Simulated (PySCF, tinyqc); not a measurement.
RHF in the sto-6g basis, for BH, spin multiplicity 1, step by step (part 2 of 2). The lowest restricted solution is unstable here: a spin-polarised one lies 0.0221 hartree lower (PySCF). Computed by tinyqc, a small Python program that keeps every step (integrals from PySCF). Command: `OMP_NUM_THREADS=1 python tinyqc.py 30676 30677 out.jsonl` (the two numbers bound the seeds that draw the settings). One thread of a shared host (Intel(R) Xeon(R) Processor @ 2.60GHz), about 0.1 s of CPU time with the checks.

Geometry (angstrom):
```
atom        x        y        z
B     0.00000  0.00000  0.00000
H     0.00000  0.00000  1.94800
```

## Iteration 4: building the Fock matrix

D after iteration 3, order 1B 1s, 1B 2s, 1B 2px, 1B 2py, 1B 2pz, 2H 1s:
$$\begin{pmatrix}
2.14415 & -0.54557 & 0.00000 & 0.00000 & 0.10107 & -0.02317 \\
-0.54557 & 2.06892 & 0.00000 & 0.00000 & -0.38825 & 0.01241 \\
0.00000 & 0.00000 & 0.00000 & 0.00000 & 0.00000 & 0.00000 \\
0.00000 & 0.00000 & 0.00000 & 0.00000 & 0.00000 & 0.00000 \\
0.10107 & -0.38825 & 0.00000 & 0.00000 & 0.66567 & 0.78955 \\
-0.02317 & 0.01241 & 0.00000 & 0.00000 & 0.78955 & 1.05804
\end{pmatrix}$$

core Hamiltonian H = T + V (hartree), order 1B 1s, 1B 2s, 1B 2px, 1B 2py, 1B 2pz, 2H 1s:
$$\begin{pmatrix}
-12.71613 & -3.15003 & 0.00000 & 0.00000 & -0.00729 & -0.14666 \\
-3.15003 & -3.64688 & 0.00000 & 0.00000 & -0.07028 & -0.52385 \\
0.00000 & 0.00000 & -2.88326 & 0.00000 & 0.00000 & 0.00000 \\
0.00000 & 0.00000 & 0.00000 & -2.88326 & 0.00000 & 0.00000 \\
-0.00729 & -0.07028 & 0.00000 & 0.00000 & -2.92204 & -0.58186 \\
-0.14666 & -0.52385 & 0.00000 & 0.00000 & -0.58186 & -1.82848
\end{pmatrix}$$

Two-electron integrals (ij|kl) in chemists' order, unique and non-zero (hartree):
```
(11|11) 2.92499   (21|11) 0.48076   (21|21) 0.09948   (22|11) 0.74345
(22|21) 0.18897   (22|22) 0.54492   (31|31) 0.02110   (32|31) 0.03085
(32|32) 0.12044   (33|11) 0.74345   (33|21) 0.18897   (33|22) 0.54492
(33|33) 0.58711   (41|41) 0.02110   (42|41) 0.03085   (42|42) 0.12044
(43|43) 0.03164   (44|11) 0.74345   (44|21) 0.18897   (44|22) 0.54492
(44|33) 0.52383   (44|44) 0.58711   (51|51) 0.02110   (52|51) 0.03085
(52|52) 0.12044   (53|53) 0.03164   (54|54) 0.03164   (55|11) 0.74345
(55|21) 0.18897   (55|22) 0.54492   (55|33) 0.52383   (55|44) 0.52383
(55|55) 0.58711   (61|11) 0.02267   (61|21) 0.00456   (61|22) 0.00865
(61|33) 0.00861   (61|44) 0.00861   (61|51) 0.00036   (61|52) 0.00071
(61|55) 0.00874   (61|61) 0.00022   (62|11) 0.08208   (62|21) 0.02140
(62|22) 0.07159   (62|33) 0.06941   (62|44) 0.06941   (62|51) 0.00241
(62|52) 0.01630   (62|55) 0.07595   (62|61) 0.00105   (62|62) 0.01605
(63|31) 0.00177   (63|32) 0.00901   (63|53) 0.00272   (63|63) 0.00133
(64|41) 0.00177   (64|42) 0.00901   (64|54) 0.00272   (64|64) 0.00133
(65|11) 0.08977   (65|21) 0.02364   (65|22) 0.08262   (65|33) 0.07869
(65|44) 0.07869   (65|51) 0.00394   (65|52) 0.02549   (65|55) 0.09046
(65|61) 0.00120   (65|62) 0.02136   (65|65) 0.02923   (66|11) 0.27147
(66|21) 0.07189   (66|22) 0.26938   (66|33) 0.25786   (66|44) 0.25786
(66|51) 0.00723   (66|52) 0.06738   (66|55) 0.29241   (66|61) 0.00354
(66|62) 0.08827   (66|65) 0.12553   (66|66) 0.77500
```

nuclear repulsion = 1.3582577 hartree

J_ij = sum D_kl (ij|kl), K_ij = sum D_kl (ik|jl); F = H + J - 0.5 K; E = tr D H + tr D J / 2 - 0.25 tr D K + E_nn.

Coulomb J (hartree), order 1B 1s, 1B 2s, 1B 2px, 1B 2py, 1B 2pz, 2H 1s:
$$\begin{pmatrix}
8.21005 & 1.55272 & 0.00000 & 0.00000 & -0.00577 & 0.07254 \\
1.55272 & 3.29486 & 0.00000 & 0.00000 & 0.02463 & 0.46663 \\
0.00000 & 0.00000 & 3.26239 & 0.00000 & 0.00000 & 0.00000 \\
0.00000 & 0.00000 & 0.00000 & 3.26239 & 0.00000 & 0.00000 \\
-0.00577 & 0.02463 & 0.00000 & 0.00000 & 3.35980 & 0.55829 \\
0.07254 & 0.46663 & 0.00000 & 0.00000 & 0.55829 & 2.22497
\end{pmatrix}$$

exchange K (hartree), order 1B 1s, 1B 2s, 1B 2px, 1B 2py, 1B 2pz, 2H 1s:
$$\begin{pmatrix}
5.96678 & 0.98437 & 0.00000 & 0.00000 & 0.00143 & 0.05224 \\
0.98437 & 1.25820 & 0.00000 & 0.00000 & -0.13278 & 0.28784 \\
0.00000 & 0.00000 & 0.28766 & 0.00000 & 0.00000 & 0.00000 \\
0.00000 & 0.00000 & 0.00000 & 0.28766 & 0.00000 & 0.00000 \\
0.00143 & -0.13278 & 0.00000 & 0.00000 & 0.82579 & 0.44259 \\
0.05224 & 0.28784 & 0.00000 & 0.00000 & 0.44259 & 1.05588
\end{pmatrix}$$

Fock matrix F (hartree), order 1B 1s, 1B 2s, 1B 2px, 1B 2py, 1B 2pz, 2H 1s:
$$\begin{pmatrix}
-7.48947 & -2.08949 & 0.00000 & 0.00000 & -0.01378 & -0.10025 \\
-2.08949 & -0.98112 & 0.00000 & 0.00000 & 0.02075 & -0.20114 \\
0.00000 & 0.00000 & 0.23530 & 0.00000 & 0.00000 & 0.00000 \\
0.00000 & 0.00000 & 0.00000 & 0.23530 & 0.00000 & 0.00000 \\
-0.01378 & 0.02075 & 0.00000 & 0.00000 & 0.02487 & -0.24487 \\
-0.10025 & -0.20114 & 0.00000 & 0.00000 & -0.24487 & -0.13144
\end{pmatrix}$$

total energy of this density = -24.8726423 hartree

## Iteration 4: DIIS over 4 matrices

error matrix X^T (FDS - SDF) X:
$$\begin{pmatrix}
0.00000 & -0.00047 & 0.00000 & 0.00000 & -0.00235 & 0.00197 \\
0.00047 & 0.00000 & 0.00000 & 0.00000 & 0.00342 & -0.00311 \\
0.00000 & 0.00000 & 0.00000 & 0.00000 & 0.00000 & 0.00000 \\
0.00000 & 0.00000 & 0.00000 & 0.00000 & 0.00000 & 0.00000 \\
0.00235 & -0.00342 & 0.00000 & 0.00000 & 0.00000 & -0.00121 \\
-0.00197 & 0.00311 & 0.00000 & 0.00000 & 0.00121 & 0.00000
\end{pmatrix}$$

B (overlaps of the stored error matrices):
$$\begin{pmatrix}
5.1985638e-02 & 2.0400177e-02 & 1.6894446e-02 & -3.7000031e-04 \\
2.0400177e-02 & 1.4305947e-01 & 1.1543667e-01 & -6.6857441e-05 \\
1.6894446e-02 & 1.1543667e-01 & 9.3218922e-02 & -2.2660313e-05 \\
-3.7000031e-04 & -6.6857441e-05 & -2.2660313e-05 & 6.4953185e-05
\end{pmatrix}$$

Minimise |sum c_i e_i|^2 with sum c_i = 1: solve [B -1; -1 0][c; lambda] = [0; -1] with B_ij = tr e_i^T e_j, and take F = sum c_i F_i.

DIIS coefficients: [0.01227, 0.32173, -0.39981, 1.06581]

extrapolated F (hartree), order 1B 1s, 1B 2s, 1B 2px, 1B 2py, 1B 2pz, 2H 1s:
$$\begin{pmatrix}
-7.48958 & -2.08960 & 0.00000 & 0.00000 & -0.01348 & -0.10018 \\
-2.08960 & -0.98138 & 0.00000 & 0.00000 & 0.02046 & -0.20072 \\
0.00000 & 0.00000 & 0.23413 & 0.00000 & 0.00000 & 0.00000 \\
0.00000 & 0.00000 & 0.00000 & 0.23413 & 0.00000 & 0.00000 \\
-0.01348 & 0.02046 & 0.00000 & 0.00000 & 0.02756 & -0.24145 \\
-0.10018 & -0.20072 & 0.00000 & 0.00000 & -0.24145 & -0.12972
\end{pmatrix}$$

## Iteration 4: diagonalisation and new density

X, order 1B 1s, 1B 2s, 1B 2px, 1B 2py, 1B 2pz, 2H 1s:
$$\begin{pmatrix}
1.02811 & -0.14074 & 0.00000 & 0.00000 & -0.00255 & 0.01310 \\
-0.14074 & 1.04140 & 0.00000 & 0.00000 & 0.01628 & -0.09696 \\
0.00000 & 0.00000 & 1.00000 & 0.00000 & 0.00000 & 0.00000 \\
0.00000 & 0.00000 & 0.00000 & 1.00000 & 0.00000 & 0.00000 \\
-0.00255 & 0.01628 & 0.00000 & 0.00000 & 1.01942 & -0.11631 \\
0.01310 & -0.09696 & 0.00000 & 0.00000 & -0.11631 & 1.03242
\end{pmatrix}$$

Diagonalise F' = X^T F X, C = X C', fill 3 alpha and 3 beta electrons from the bottom; D = 2 C_occ C_occ^T. Each column has its largest component positive (the first on a tie).

F' = X^T F X (hartree):
$$\begin{pmatrix}
-7.33319 & -1.04668 & 0.00000 & 0.00000 & -0.02543 & 0.02215 \\
-1.04668 & -0.56203 & 0.00000 & 0.00000 & 0.06095 & -0.14371 \\
0.00000 & 0.00000 & 0.23413 & 0.00000 & 0.00000 & 0.00000 \\
0.00000 & 0.00000 & 0.00000 & 0.23413 & 0.00000 & 0.00000 \\
-0.02543 & 0.06095 & 0.00000 & 0.00000 & 0.08546 & -0.25170 \\
0.02215 & -0.14371 & 0.00000 & 0.00000 & -0.25170 & -0.04713
\end{pmatrix}$$

orbital energies (hartree): MO1 -7.49133, MO2 -0.45713, MO3 -0.21568, MO4 0.23413, MO5 0.23413, MO6 0.30724

coefficients C, order 1B 1s, 1B 2s, 1B 2px, 1B 2py, 1B 2pz, 2H 1s:
$$\begin{pmatrix}
0.99556 & -0.26727 & 0.09850 & 0.00000 & 0.00000 & -0.06879 \\
0.01639 & 0.94110 & -0.38858 & 0.00000 & 0.00000 & 0.27756 \\
0.00000 & 0.00000 & 0.00000 & 0.93523 & -0.35403 & 0.00000 \\
0.00000 & 0.00000 & 0.00000 & 0.35403 & 0.93523 & 0.00000 \\
0.00207 & 0.03416 & 0.57376 & 0.00000 & 0.00000 & 0.85008 \\
-0.00176 & 0.28035 & 0.67205 & 0.00000 & 0.00000 & -0.74749
\end{pmatrix}$$

D after iteration 4, order 1B 1s, 1B 2s, 1B 2px, 1B 2py, 1B 2pz, 2H 1s:
$$\begin{pmatrix}
2.14454 & -0.54697 & 0.00000 & 0.00000 & 0.09889 & -0.02096 \\
-0.54697 & 2.07388 & 0.00000 & 0.00000 & -0.38153 & 0.00533 \\
0.00000 & 0.00000 & 0.00000 & 0.00000 & 0.00000 & 0.00000 \\
0.00000 & 0.00000 & 0.00000 & 0.00000 & 0.00000 & 0.00000 \\
0.09889 & -0.38153 & 0.00000 & 0.00000 & 0.66073 & 0.79033 \\
-0.02096 & 0.00533 & 0.00000 & 0.00000 & 0.79033 & 1.06050
\end{pmatrix}$$

Within a degenerate level the vectors are fixed only up to a rotation; this is one choice.

## Iteration 8 (converged): orbitals

converged F (hartree), order 1B 1s, 1B 2s, 1B 2px, 1B 2py, 1B 2pz, 2H 1s:
$$\begin{pmatrix}
-7.48831 & -2.08915 & 0.00000 & 0.00000 & -0.01332 & -0.10026 \\
-2.08915 & -0.98120 & 0.00000 & 0.00000 & 0.02013 & -0.20053 \\
0.00000 & 0.00000 & 0.23578 & 0.00000 & 0.00000 & 0.00000 \\
0.00000 & 0.00000 & 0.00000 & 0.23578 & 0.00000 & 0.00000 \\
-0.01332 & 0.02013 & 0.00000 & 0.00000 & 0.02565 & -0.24483 \\
-0.10026 & -0.20053 & 0.00000 & 0.00000 & -0.24483 & -0.13071
\end{pmatrix}$$

As before.

F' = X^T F X (hartree):
$$\begin{pmatrix}
-7.33198 & -1.04638 & 0.00000 & 0.00000 & -0.02525 & 0.02199 \\
-1.04638 & -0.56199 & 0.00000 & 0.00000 & 0.06085 & -0.14345 \\
0.00000 & 0.00000 & 0.23578 & 0.00000 & 0.00000 & 0.00000 \\
0.00000 & 0.00000 & 0.00000 & 0.23578 & 0.00000 & 0.00000 \\
-0.02525 & 0.06085 & 0.00000 & 0.00000 & 0.08425 & -0.25492 \\
0.02199 & -0.14345 & 0.00000 & 0.00000 & -0.25492 & -0.04745
\end{pmatrix}$$

orbital energies (hartree): MO1 -7.49005, MO2 -0.45717, MO3 -0.21930, MO4 0.23578, MO5 0.23578, MO6 0.30936

coefficients C, order 1B 1s, 1B 2s, 1B 2px, 1B 2py, 1B 2pz, 2H 1s:
$$\begin{pmatrix}
0.99556 & -0.26695 & 0.09946 & 0.00000 & 0.00000 & -0.06856 \\
0.01637 & 0.93991 & -0.39192 & 0.00000 & 0.00000 & 0.27690 \\
0.00000 & 0.00000 & 0.00000 & 0.96102 & 0.27649 & 0.00000 \\
0.00000 & 0.00000 & 0.00000 & -0.27649 & 0.96102 & 0.00000 \\
0.00205 & 0.03755 & 0.57482 & 0.00000 & 0.00000 & 0.84922 \\
-0.00174 & 0.28205 & 0.66987 & 0.00000 & 0.00000 & -0.74881
\end{pmatrix}$$

D after iteration 8, order 1B 1s, 1B 2s, 1B 2px, 1B 2py, 1B 2pz, 2H 1s:
$$\begin{pmatrix}
2.14460 & -0.54719 & 0.00000 & 0.00000 & 0.09837 & -0.02079 \\
-0.54719 & 2.07462 & 0.00000 & 0.00000 & -0.37992 & 0.00507 \\
0.00000 & 0.00000 & 0.00000 & 0.00000 & 0.00000 & 0.00000 \\
0.00000 & 0.00000 & 0.00000 & 0.00000 & 0.00000 & 0.00000 \\
0.09837 & -0.37992 & 0.00000 & 0.00000 & 0.66367 & 0.79128 \\
-0.02079 & 0.00507 & 0.00000 & 0.00000 & 0.79128 & 1.05654
\end{pmatrix}$$

Within a degenerate level the vectors are fixed only up to a rotation; this is one choice.

## Convergence

Stop when the energy changes by less than 1e-09 hartree and every element of the error matrix X^T (F D S - S D F) X is below 9e-06.

Course of the cycle:
```
iteration  E (hartree)     change  largest element of the error matrix
1          -24.7402734          -                             1.52e-01
2          -24.7929881  -5.27e-02                             2.54e-01
3          -24.8259039  -3.29e-02                             2.06e-01
4          -24.8726423  -4.67e-02                             3.42e-03
5          -24.8726636  -2.13e-05                             2.31e-03
6          -24.8726686  -4.95e-06                             9.83e-05
7          -24.8726686  -8.00e-09                             4.60e-06
8          -24.8726686  -2.66e-11                             2.40e-08
```

PySCF RHF in the same basis = -24.8726686 hartree

Converged in 8 iterations.

## Populations, bond orders and dipole

overlap S, order 1B 1s, 1B 2s, 1B 2px, 1B 2py, 1B 2pz, 2H 1s:
$$\begin{pmatrix}
1.00000 & 0.26489 & 0.00000 & 0.00000 & 0.00000 & 0.01223 \\
0.26489 & 1.00000 & 0.00000 & 0.00000 & 0.00000 & 0.17812 \\
0.00000 & 0.00000 & 1.00000 & 0.00000 & 0.00000 & 0.00000 \\
0.00000 & 0.00000 & 0.00000 & 1.00000 & 0.00000 & 0.00000 \\
0.00000 & 0.00000 & 0.00000 & 0.00000 & 1.00000 & 0.22063 \\
0.01223 & 0.17812 & 0.00000 & 0.00000 & 0.22063 & 1.00000
\end{pmatrix}$$

Mulliken: Z minus the diagonal of D S on the atom; Loewdin: the same with S^(1/2) D S^(1/2); Mayer order: 2 sum_s sum (D(s) S)_ij (D(s) S)_ji over the two atoms.

Charges (e):
```
atom  Mulliken   Loewdin
1B     0.23177   0.22781
2H    -0.23177  -0.22781
```

Mayer bond orders:
```
pair    order
2-1   0.94628
```

dipole moment about the origin, x y z (debye): [0.00000, 0.00000, -0.99044]
